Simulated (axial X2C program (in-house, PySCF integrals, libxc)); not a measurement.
# BNC: bond lengths and stretches, held linear

The task here is to estimate one member of a computed series from the others.

The runs use an in-house X2C program for linear molecules on PySCF integrals; all-electron X2C, two-component (2c) or spin-free, B dyall-v3z, N dyall-av3z, C dyall-v3z.

All values are calculated.

2 further runs of the same task are left out: 2 set aside as unsound or not needed.

The first run:

File task.json:

```json
{"zs": [5, 7, 6], "q": 0, "bas": ["dyall-v3z", "dyall-av3z", "dyall-v3z"], "r0": [1.51, 1.17], "symm": 0, "scan": ["PBE0", "HF", "LDA"], "levels": ["PBE0", "HF", "TPSSh"], "nst": 2}
```

Keys: zs atomic numbers; q charge; bas basis sets; r0 starting distance in Å; symm equal bonds; scan levels of the two-bond scan (MP2 follows by itself at each HF point); levels methods; nst determinants followed.

Command:

```
> python solin.py task.json out
```

Masses B 11.009, N 14.003, C 12.000 u.

Among the steps run: Scan at PBE0, 2c; Scan at HF, 2c; Scan at LDA, 2c.

One of the session's tables, all rows but one given; the rest of the session is left out.

| level | r(B–N) (Å) | r(N–C) (Å) | lower stretch (cm⁻¹) | upper stretch (cm⁻¹) |
| --- | --- | --- | --- | --- |
| PBE0, 2c | 1.415 | 1.183 | 1019.7 | 2134.7 |
| HF, 2c | 1.406 | 1.163 | 1072.7 | 2271.7 |
| LDA, 2c | 1.411 | 1.187 | 1009.8 | 2085.1 |
| MP2, 2c | 1.428 | 1.193 | 989.9 | 2074.3 |
| PBE0, spin-free | 1.415 | 1.183 | 1019.6 | 2134.5 |
| HF, spin-free | 1.406 | 1.163 | 1072.6 | 2271.5 |
| LDA, spin-free | ? | ? | ? | ? |
| MP2, spin-free | 1.428 | 1.193 | 989.9 | 2074.1 |

Q: Estimate the row for LDA, spin-free from the others.

**Answer.** r(B–N) (Å): 1.411; r(N–C) (Å): 1.187; lower stretch (cm⁻¹): 1009.7; upper stretch (cm⁻¹): 2084.9.

Scans not shown above were run alike.

MP2 freezes inner shells (threshold -2 hartree). The molecule was held linear; bending was not examined, so a bent shape may lie lower.
